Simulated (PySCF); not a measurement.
# H2O: NMR shieldings

Wanted: NMR shieldings for H2O (`O`).

Programs: PySCF 2.14.0, with routines of our own; each step states its level. All values are computed. Atoms count from 0.

## 1. The starting structure

3 atoms, charge 0, multiplicity 1; geometry from: GFN2-xTB.

## 2. NMR shieldings: PBE/pcJ-1, spin–orbit

What the job is given:

```
{"job": {"xc": "PBE", "basis": {"default": "pcJ-1"}, "rel": "so", "kind": "hnmr"}, "charge": 0, "multiplicity": 1}
O      0.004291     0.378521    -0.002555
H     -0.768585    -0.189524    -0.011120
H      0.775774    -0.191535     0.001121
```

With the program's defaults for keys left out, this is: PBE/pcJ-1 GIAO NMR shielding, X2C with spin-orbit coupling, screened-nuclear two-electron part, Gaussian nuclei, gas phase.

Run with:

```
$ OMP_NUM_THREADS=1 python heavy_run.py task.json out
```

The driver reads the jobs from task.json and runs them one after another.

What it wrote:

```text
spin-free SCF
coarse grid: 2328 points
cycle   1  E = -76.2698765182  dE =  6.003e-02  |g| = 7.879e-01  |ddm| = 9.874e-01
cycle   2  E = -76.0435107226  dE =  2.264e-01  |g| = 1.365e+00  |ddm| = 1.072e+00
cycle   3  E = -76.3752438167  dE = -3.317e-01  |g| = 3.795e-02  |ddm| = 7.403e-01
cycle   4  E = -76.3755035127  dE = -2.597e-04  |g| = 7.411e-03  |ddm| = 2.086e-02
cycle   5  E = -76.3755111544  dE = -7.642e-06  |g| = 7.546e-04  |ddm| = 3.197e-03
final grid: 21952 points
cycle   6  E = -76.3949553250  dE = -7.275e-05  |g| = 6.069e-03  |ddm| = 7.996e-03
cycle   7  E = -76.3949485155  dE =  6.810e-06  |g| = 8.310e-03  |ddm| = 5.780e-03
cycle   8  E = -76.3949588789  dE = -1.036e-05  |g| = 1.246e-03  |ddm| = 4.157e-03
cycle   9  E = -76.3949591439  dE = -2.649e-07  |g| = 2.402e-05  |ddm| = 5.884e-04
cycle  10  E = -76.3949591440  dE = -9.089e-11  |g| = 2.876e-06  |ddm| = 1.282e-05
converged SCF energy = -76.3949591440
two-component SCF
cycle   1  E = -76.3949581716  dE = -7.639e+01  |FDS-SDF| = 8.358e-03
cycle   2  E = -76.3949616244  dE = -3.453e-06  |FDS-SDF| = 4.573e-06
cycle   3  E = -76.3949616244  dE =  5.159e-12  |FDS-SDF| = 6.992e-06
converged, E = -76.3949616244

Field gradients (au) and densities at the nuclei (bohr^-3)
atom        Vxx        Vyy        Vzz        centre      nuclear mean
  0 O      0.1419     1.7688    -1.9106        311.434        311.424
  1 H     -0.2052    -0.2739     0.4790          0.477          0.477
  2 H     -0.2051    -0.2738     0.4789          0.477          0.477

Core orbital energies (eV)
atom   shell        mean    spread

Shielding tensors (ppm)
atom      isotropic    diamagn.    paramagn.     s11        s22        s33       span
  0 O       341.54      385.33      -43.80     318.24     348.50     357.86      39.62
  1 H        31.34       30.27        1.07      24.17      25.70      44.15      19.98
  2 H        31.34       30.27        1.07      24.17      25.70      44.15      19.97
```

Wall time 0.96 s (1 thread of Arm Neoverse V2, shared host); peak memory 0.29 GiB.

In short:

```
                       quantity      value
energy from spin-orbit coupling  0.0000 Eh
```

## 3. NMR shieldings: PBE/pcJ-1, spin–orbit

What the job is given:

```
{"job": {"xc": "PBE", "basis": {"default": "pcJ-1"}, "rel": "so", "snso": false, "kind": "hnmr"}, "charge": 0, "multiplicity": 1}
O      0.004291     0.378521    -0.002555
H     -0.768585    -0.189524    -0.011120
H      0.775774    -0.191535     0.001121
```

Level: PBE/pcJ-1 GIAO NMR shielding, X2C with spin-orbit coupling, one-electron part alone, Gaussian nuclei, gas phase.

What it wrote:

```text
spin-free SCF
coarse grid: 2328 points
cycle   1  E = -76.2698765182  dE =  6.003e-02  |g| = 7.879e-01  |ddm| = 9.874e-01
cycle   2  E = -76.0435107226  dE =  2.264e-01  |g| = 1.365e+00  |ddm| = 1.072e+00
cycle   3  E = -76.3752438167  dE = -3.317e-01  |g| = 3.795e-02  |ddm| = 7.403e-01
cycle   4  E = -76.3755035127  dE = -2.597e-04  |g| = 7.411e-03  |ddm| = 2.086e-02
cycle   5  E = -76.3755111544  dE = -7.642e-06  |g| = 7.546e-04  |ddm| = 3.197e-03
final grid: 21952 points
cycle   6  E = -76.3949553250  dE = -7.275e-05  |g| = 6.069e-03  |ddm| = 7.996e-03
cycle   7  E = -76.3949485155  dE =  6.810e-06  |g| = 8.310e-03  |ddm| = 5.780e-03
cycle   8  E = -76.3949588789  dE = -1.036e-05  |g| = 1.246e-03  |ddm| = 4.157e-03
cycle   9  E = -76.3949591439  dE = -2.649e-07  |g| = 2.402e-05  |ddm| = 5.884e-04
cycle  10  E = -76.3949591440  dE = -9.089e-11  |g| = 2.876e-06  |ddm| = 1.282e-05
converged SCF energy = -76.3949591440
two-component SCF
cycle   1  E = -76.3949574547  dE = -7.639e+01  |FDS-SDF| = 1.112e-02
cycle   2  E = -76.3949636309  dE = -6.176e-06  |FDS-SDF| = 6.331e-06
cycle   3  E = -76.3949636309  dE =  8.285e-12  |FDS-SDF| = 9.287e-06
converged, E = -76.3949636309

Field gradients (au) and densities at the nuclei (bohr^-3)
atom        Vxx        Vyy        Vzz        centre      nuclear mean
  0 O      0.1419     1.7688    -1.9106        311.434        311.424
  1 H     -0.2052    -0.2739     0.4790          0.477          0.477
  2 H     -0.2051    -0.2738     0.4789          0.477          0.477

Core orbital energies (eV)
atom   shell        mean    spread

Shielding tensors (ppm)
atom      isotropic    diamagn.    paramagn.     s11        s22        s33       span
  0 O       341.63      385.35      -43.72     318.49     348.43     357.97      39.48
  1 H        31.37       30.27        1.09      24.20      25.74      44.15      19.95
  2 H        31.36       30.27        1.09      24.20      25.74      44.15      19.95
```

Run time: 0.85 s. Hardware: 1 thread of Arm Neoverse V2, shared host; peak memory 0.29 GiB.

From this job:

```
                       quantity      value
energy from spin-orbit coupling  0.0000 Eh
```

## 4. NMR shieldings: PBE/pcJ-1, spin-free

What the job is given:

```
{"job": {"xc": "PBE", "basis": {"default": "pcJ-1"}, "rel": "sf", "kind": "hnmr"}, "charge": 0, "multiplicity": 1}
O      0.004291     0.378521    -0.002555
H     -0.768585    -0.189524    -0.011120
H      0.775774    -0.191535     0.001121
```

Method: PBE/pcJ-1 GIAO NMR shielding, spin-free X2C, Gaussian nuclei, gas phase.

What it wrote:

```text
spin-free SCF
coarse grid: 2328 points
cycle   1  E = -76.2698765182  dE =  6.003e-02  |g| = 7.879e-01  |ddm| = 9.874e-01
cycle   2  E = -76.0435107226  dE =  2.264e-01  |g| = 1.365e+00  |ddm| = 1.072e+00
cycle   3  E = -76.3752438167  dE = -3.317e-01  |g| = 3.795e-02  |ddm| = 7.403e-01
cycle   4  E = -76.3755035127  dE = -2.597e-04  |g| = 7.411e-03  |ddm| = 2.086e-02
cycle   5  E = -76.3755111544  dE = -7.642e-06  |g| = 7.546e-04  |ddm| = 3.197e-03
final grid: 21952 points
cycle   6  E = -76.3949553250  dE = -7.275e-05  |g| = 6.069e-03  |ddm| = 7.996e-03
cycle   7  E = -76.3949485155  dE =  6.810e-06  |g| = 8.310e-03  |ddm| = 5.780e-03
cycle   8  E = -76.3949588789  dE = -1.036e-05  |g| = 1.246e-03  |ddm| = 4.157e-03
cycle   9  E = -76.3949591439  dE = -2.649e-07  |g| = 2.402e-05  |ddm| = 5.884e-04
cycle  10  E = -76.3949591440  dE = -9.089e-11  |g| = 2.876e-06  |ddm| = 1.282e-05
converged SCF energy = -76.3949591440
check of the scalar solution
cycle   1  E = -76.3949591440  dE = -7.639e+01  |FDS-SDF| = 2.876e-06
cycle   2  E = -76.3949591440  dE =  2.558e-13  |FDS-SDF| = 2.560e-06
converged, E = -76.3949591440

Field gradients (au) and densities at the nuclei (bohr^-3)
atom        Vxx        Vyy        Vzz        centre      nuclear mean
  0 O      0.1419     1.7688    -1.9106        311.434        311.424
  1 H     -0.2052    -0.2739     0.4790          0.477          0.477
  2 H     -0.2051    -0.2738     0.4789          0.477          0.477

Core orbital energies (eV)
atom   shell        mean    spread

Shielding tensors (ppm)
atom      isotropic    diamagn.    paramagn.     s11        s22        s33       span
  0 O       338.32      387.49      -49.17     314.56     345.79     354.62      40.05
  1 H        31.27       30.27        1.00      24.10      25.58      44.14      20.04
  2 H        31.27       30.27        1.01      24.10      25.58      44.14      20.04
```

Wall time 0.54 s (1 thread of Arm Neoverse V2, shared host); peak memory 0.29 GiB.

## 5. NMR shieldings: PBE/pcJ-1, spin-free

What the job is given:

```
{"job": {"xc": "PBE", "basis": {"default": "pcJ-1"}, "rel": "sf", "two": true, "kind": "hnmr"}, "charge": 0, "multiplicity": 1}
O      0.004291     0.378521    -0.002555
H     -0.768585    -0.189524    -0.011120
H      0.775774    -0.191535     0.001121
```

Level: PBE/pcJ-1 GIAO NMR shielding, X2C without spin-orbit coupling but with the spin-dependent field terms, Gaussian nuclei, gas phase.

What it wrote:

```text
spin-free SCF
coarse grid: 2328 points
cycle   1  E = -76.2698765182  dE =  6.003e-02  |g| = 7.879e-01  |ddm| = 9.874e-01
cycle   2  E = -76.0435107226  dE =  2.264e-01  |g| = 1.365e+00  |ddm| = 1.072e+00
cycle   3  E = -76.3752438167  dE = -3.317e-01  |g| = 3.795e-02  |ddm| = 7.403e-01
cycle   4  E = -76.3755035127  dE = -2.597e-04  |g| = 7.411e-03  |ddm| = 2.086e-02
cycle   5  E = -76.3755111544  dE = -7.642e-06  |g| = 7.546e-04  |ddm| = 3.197e-03
final grid: 21952 points
cycle   6  E = -76.3949553250  dE = -7.275e-05  |g| = 6.069e-03  |ddm| = 7.996e-03
cycle   7  E = -76.3949485155  dE =  6.810e-06  |g| = 8.310e-03  |ddm| = 5.780e-03
cycle   8  E = -76.3949588789  dE = -1.036e-05  |g| = 1.246e-03  |ddm| = 4.157e-03
cycle   9  E = -76.3949591439  dE = -2.649e-07  |g| = 2.402e-05  |ddm| = 5.884e-04
cycle  10  E = -76.3949591440  dE = -9.089e-11  |g| = 2.876e-06  |ddm| = 1.282e-05
converged SCF energy = -76.3949591440
two-component SCF
cycle   1  E = -76.3949591439  dE = -7.639e+01  |FDS-SDF| = 2.876e-06
cycle   2  E = -76.3949591439  dE = -1.137e-13  |FDS-SDF| = 2.560e-06
converged, E = -76.3949591439

Field gradients (au) and densities at the nuclei (bohr^-3)
atom        Vxx        Vyy        Vzz        centre      nuclear mean
  0 O      0.1419     1.7688    -1.9106        311.434        311.424
  1 H     -0.2052    -0.2739     0.4790          0.477          0.477
  2 H     -0.2051    -0.2738     0.4789          0.477          0.477

Core orbital energies (eV)
atom   shell        mean    spread

Shielding tensors (ppm)
atom      isotropic    diamagn.    paramagn.     s11        s22        s33       span
  0 O       341.37      385.31      -43.94     317.69     348.76     357.65      39.96
  1 H        31.27       30.27        1.00      24.10      25.57      44.14      20.04
  2 H        31.27       30.27        1.00      24.10      25.57      44.14      20.04
```

Run time: 0.78 s. Hardware: 1 thread of Arm Neoverse V2, shared host; peak memory 0.29 GiB.

## 6. NMR shieldings: PBE/pcJ-1, non-relativistic

What the job is given:

```
{"job": {"xc": "PBE", "basis": {"default": "pcJ-1"}, "rel": "nr", "kind": "hnmr"}, "charge": 0, "multiplicity": 1}
O      0.004291     0.378521    -0.002555
H     -0.768585    -0.189524    -0.011120
H      0.775774    -0.191535     0.001121
```

With the program's defaults for keys left out, this is: PBE/pcJ-1 GIAO NMR shielding, non-relativistic, Gaussian nuclei, gas phase.

What it wrote:

```text
non-relativistic SCF
coarse grid: 2328 points
cycle   1  E = -76.2194152557  dE =  5.845e-02  |g| = 7.786e-01  |ddm| = 9.876e-01
cycle   2  E = -75.9982361829  dE =  2.212e-01  |g| = 1.351e+00  |ddm| = 1.060e+00
cycle   3  E = -76.3228585529  dE = -3.246e-01  |g| = 3.610e-02  |ddm| = 7.295e-01
cycle   4  E = -76.3230897915  dE = -2.312e-04  |g| = 7.358e-03  |ddm| = 1.983e-02
cycle   5  E = -76.3230973392  dE = -7.548e-06  |g| = 7.188e-04  |ddm| = 3.151e-03
final grid: 21952 points
cycle   6  E = -76.3420157667  dE = -7.088e-05  |g| = 5.901e-03  |ddm| = 7.954e-03
cycle   7  E = -76.3420094044  dE =  6.362e-06  |g| = 8.050e-03  |ddm| = 5.610e-03
cycle   8  E = -76.3420191200  dE = -9.716e-06  |g| = 1.220e-03  |ddm| = 4.032e-03
cycle   9  E = -76.3420193740  dE = -2.540e-07  |g| = 2.369e-05  |ddm| = 5.760e-04
cycle  10  E = -76.3420193741  dE = -8.748e-11  |g| = 2.945e-06  |ddm| = 1.253e-05
converged SCF energy = -76.3420193741
check of the scalar solution
cycle   1  E = -76.3420193741  dE = -7.634e+01  |FDS-SDF| = 2.945e-06
cycle   2  E = -76.3420193741  dE =  2.842e-13  |FDS-SDF| = 2.701e-06
converged, E = -76.3420193741

Field gradients (au) and densities at the nuclei (bohr^-3)
atom        Vxx        Vyy        Vzz        centre      nuclear mean
  0 O      0.1389     1.7678    -1.9067        308.830        308.817
  1 H     -0.2054    -0.2740     0.4794          0.477          0.477
  2 H     -0.2053    -0.2740     0.4793          0.477          0.477

Core orbital energies (eV)
atom   shell        mean    spread

Shielding tensors (ppm)
atom      isotropic    diamagn.    paramagn.     s11        s22        s33       span
  0 O       338.39      387.42      -49.02     314.67     345.59     354.92      40.24
  1 H        31.27       30.28        0.99      24.09      25.57      44.16      20.07
  2 H        31.27       30.28        0.99      24.09      25.56      44.16      20.07
```

Wall time 0.46 s (1 thread of Arm Neoverse V2, shared host); peak memory 0.29 GiB.

## 7. NMR shieldings: GIAO PBE/pcJ-1, non-relativistic

What the job is given:

```
{"job": {"xc": "PBE", "basis": {"default": "pcJ-1"}, "rel": "ecp", "pop": false, "kind": "hnmr"}, "charge": 0, "multiplicity": 1}
O      0.004291     0.378521    -0.002555
H     -0.768585    -0.189524    -0.011120
H      0.775774    -0.191535     0.001121
```

With the program's defaults for keys left out, this is: GIAO PBE/pcJ-1 NMR shielding, scalar-relativistic core potentials on the heavy atoms, no spin-orbit coupling, gas phase.

What it wrote:

```text
coarse grid: 2328 points
cycle   1  E = -76.2194283395  dE =  5.845e-02  |g| = 7.786e-01  |ddm| = 9.876e-01
cycle   2  E = -75.9982489997  dE =  2.212e-01  |g| = 1.351e+00  |ddm| = 1.060e+00
cycle   3  E = -76.3228717365  dE = -3.246e-01  |g| = 3.610e-02  |ddm| = 7.295e-01
cycle   4  E = -76.3231029773  dE = -2.312e-04  |g| = 7.358e-03  |ddm| = 1.983e-02
cycle   5  E = -76.3231105249  dE = -7.548e-06  |g| = 7.188e-04  |ddm| = 3.151e-03
final grid: 21952 points
cycle   6  E = -76.3420290061  dE = -7.088e-05  |g| = 5.901e-03  |ddm| = 7.954e-03
cycle   7  E = -76.3420226437  dE =  6.362e-06  |g| = 8.050e-03  |ddm| = 5.610e-03
cycle   8  E = -76.3420323593  dE = -9.716e-06  |g| = 1.220e-03  |ddm| = 4.032e-03
cycle   9  E = -76.3420326133  dE = -2.540e-07  |g| = 2.369e-05  |ddm| = 5.760e-04
cycle  10  E = -76.3420326134  dE = -8.731e-11  |g| = 2.945e-06  |ddm| = 1.253e-05
converged SCF energy = -76.3420326134

GIAO shielding tensors (ppm)
atom      isotropic    diamagn.    paramagn.     s11        s22        s33       span
  0 O      338.392     387.417     -49.025    314.672    345.586    354.916     40.244
  1 H       31.274      30.283       0.991     24.094     25.565     44.164     20.070
  2 H       31.273      30.280       0.994     24.093     25.565     44.162     20.069
```

Wall time 0.49 s (1 thread of Arm Neoverse V2, shared host); peak memory 0.29 GiB.

No atom here is heavy enough for this basis to carry a core potential, so the run is all-electron and non-relativistic.

## 8. Shieldings side by side

```
                                                         run     O0    H1    H2    time
                               step 2, PBE/pcJ-1, spin–orbit  341.5  31.3  31.3  0.96 s
     step 3, PBE/pcJ-1, spin–orbit (one-electron part alone)  341.6  31.4  31.4  0.85 s
                                step 4, PBE/pcJ-1, spin-free  338.3  31.3  31.3  0.54 s
step 5, PBE/pcJ-1, spin-free with spin-dependent field terms  341.4  31.3  31.3  0.78 s
                         step 6, PBE/pcJ-1, non-relativistic  338.4  31.3  31.3  0.46 s
                    step 7, GIAO PBE/pcJ-1, non-relativistic  338.4  31.3  31.3  0.49 s
```

## 9. Results

| quantity | value |
| --- | --- |
| energy from spin-orbit coupling (step 2, PBE/pcJ-1, spin–orbit) | 0.0000 Eh |
| shieldings (step 2, PBE/pcJ-1, spin–orbit) | O0 341.5, H1 31.3, H2 31.3 ppm |
| energy from spin-orbit coupling (step 3, PBE/pcJ-1, spin–orbit (one-electron part alone)) | 0.0000 Eh |
| shieldings (step 3, PBE/pcJ-1, spin–orbit (one-electron part alone)) | O0 341.6, H1 31.4, H2 31.4 ppm |
| shieldings (step 4, PBE/pcJ-1, spin-free) | O0 338.3, H1 31.3, H2 31.3 ppm |
| shieldings (step 5, PBE/pcJ-1, spin-free with spin-dependent field terms) | O0 341.4, H1 31.3, H2 31.3 ppm |
| shieldings (step 6, PBE/pcJ-1, non-relativistic) | O0 338.4, H1 31.3, H2 31.3 ppm |
| shieldings (step 7, GIAO PBE/pcJ-1, non-relativistic) | O0 338.4, H1 31.3, H2 31.3 ppm |

What this shows: O0 moves most between the runs, by 3 ppm; the labels say what changes from run to run.
